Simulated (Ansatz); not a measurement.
This script for Ansatz 0.2.0, Python API starts 5 runs on C2H3O, SMILES C[C]=O. What input does the engine get in each?

Script `relaxed_scan.py`:
```python
# -*- coding: utf-8 -*-
"""Relaxed scan of one distance in C2H3O."""

import ansatz as az
import numpy as np

BASIS = "def2-SVP"
FUNCTIONAL = "hf"

GEOMETRY = """
C    -0.15001    0.36235   -0.24690
C    -0.08135   -0.91669    0.49345
O     0.80046   -1.47634    1.06394
H    -0.92696    0.97913    0.20158
H     0.80262    0.90166   -0.23950
H    -0.44476    0.14989   -1.27257
"""

geometry = az.Crystal.molecule()
for line in GEOMETRY.strip().splitlines():
    symbol, *xyz = line.split()
    geometry = geometry.atom(symbol, [float(v) for v in xyz])

model = (
    geometry.calculation()
    .basis(gaussian=BASIS)
    .functional(FUNCTIONAL)
    .spin("collinear", total=1)
    .scf(lower_state_search="standard")
)
symbols = [site.symbol for site in geometry.cartesian_sites]
pairs = [(0, 1), (0, 3), (0, 4), (0, 5), (1, 2)]
print("held (A)   E (eV)        ", "  ".join(f"{symbols[i]}{i}-{symbols[j]}{j}" for i, j in pairs))
for length in [1.36, 1.48, 1.6, 1.78, 2.0]:
    data = model.relax(constraints=[az.DistanceConstraint((0, 1), at=length)], force_tolerance=0.02, max_steps=60).run(threads=1).report
    xyz = np.array(data["positions_ang"])
    print(f"{length:6.2f} {data['free_energy_ev']:14.5f}  ", "  ".join(f"{np.linalg.norm(xyz[i] - xyz[j]):.3f}" for i, j in pairs))
```

Run 1:
```yaml
crystal:
  periodic: [false, false, false]
  atoms:
    - { symbol: C, position_ang: [-0.15001, 0.36235, -0.2469] }
    - { symbol: C, position_ang: [-0.08135, -0.91669, 0.49345] }
    - { symbol: O, position_ang: [0.80046, -1.47634, 1.06394] }
    - { symbol: H, position_ang: [-0.92696, 0.97913, 0.20158] }
    - { symbol: H, position_ang: [0.80262, 0.90166, -0.2395] }
    - { symbol: H, position_ang: [-0.44476, 0.14989, -1.27257] }
basis:
  gaussian:
    orbitals: def2-SVP
hamiltonian:
  xc: hf
magnetization:
  spin_polarized: true
  initial_magnetization: 1.0
scf:
  lower_state_search: standard
relax:
  f_tol: 0.02
  max_steps: 60
  constraints:
    - { distance: [0, 1], at: 1.36 }
```

Run 2, against run 1:
```diff
-    - { distance: [0, 1], at: 1.36 }
+    - { distance: [0, 1], at: 1.48 }
```

Run 3, against run 1:
```diff
-    - { distance: [0, 1], at: 1.36 }
+    - { distance: [0, 1], at: 1.6 }
```

Run 4, against run 1:
```diff
-    - { distance: [0, 1], at: 1.36 }
+    - { distance: [0, 1], at: 1.78 }
```

Run 5, against run 1:
```diff
-    - { distance: [0, 1], at: 1.36 }
+    - { distance: [0, 1], at: 2.0 }
```

Running `python relaxed_scan.py` prints:
```text
held (A)   E (eV)         C0-C1  C0-H3  C0-H4  C0-H5  C1-O2
DeckWarning: relax.constraints: the input's atoms, or those drawn, lie off the distances that are held; a relaxation that starts there is brought onto them ahead of its first SCF, by positions alone, an atom by 5.97e-2 Å at the most. With the symmetry detection on, the symmetry is detected on the input's atoms as so brought (as typed, where only the drawn atoms reach the distances), and notices that speak of the structure as typed mean those atoms
  1.36    -4140.71133   1.360  1.091  1.095  1.092  1.165
  1.48    -4141.07754   1.480  1.090  1.091  1.090  1.160
  1.60    -4140.99223   1.600  1.089  1.090  1.089  1.155
  1.78    -4140.58579   1.780  1.086  1.087  1.087  1.144
  2.00    -4140.32839   2.000  1.084  1.084  1.084  1.127
```
(Warnings from the package without file and line, repeats left out.)

Notes:
- The settings weren't tested for convergence.
- The energies are electronic: no zero-point or thermal terms, and the basis set is short of its limit.
- The run takes the species as open-shell (spin multiplicity 2), which needn't be its ground state.
- The expectation value of S² is noticeably off S(S+1) in at least one run, so that state is spin-contaminated.
- Finished in 16 s on 1 thread of Arm Neoverse V2, with other jobs on the host, peak memory 0.18 GiB.
